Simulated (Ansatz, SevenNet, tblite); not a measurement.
# Wurtzite GaN, volume per atom

Reference value: 11.42 Å³/atom (measured, 300 K, not corrected to a static lattice; as tabulated in Wikipedia's data pages).

| level (code) | value (Å³/atom) | difference (%) |
|---|---|---|
| GFN2-xTB (tblite) | 10.93 | -4.3 |
| SevenNet-l3i5 (SevenNet) | 11.73 | +2.7 |
| LDA (Ansatz) | 11.05 | -3.2 |
| PBE (Ansatz) | 11.76 | +3.0 |
| PBE-D3(BJ) (Ansatz) | 11.52 | +0.9 |
| r²SCAN (Ansatz) | 11.37 | -0.4 |
| HSE06 (Ansatz) | 11.37 | -0.4 |

The reference is not for a static lattice or low temperature, so close values are not ranked against it. Off by more than 3.8 % (a bound picked here): GFN2-xTB (-4.3 %).

The measured value isn't corrected to a static lattice, so vibrations enter the comparison. A static lattice is as a rule a little smaller than the measured one.  GFN2-xTB: the method was fitted mainly to molecules. GFN2-xTB: the run uses a supercell at the zone centre in place of a k mesh. Cutoffs and k meshes differ between the levels. Ansatz's density-functional and Hartree–Fock values are scalar-relativistic unless marked +SOC, with PAW data made under PBE.

Machine-learned potentials (SevenNet-l3i5) are trained on DFT data, which may include these solids.

Differences are worked out from the printed values.

Ansatz is a program for electronic structure.
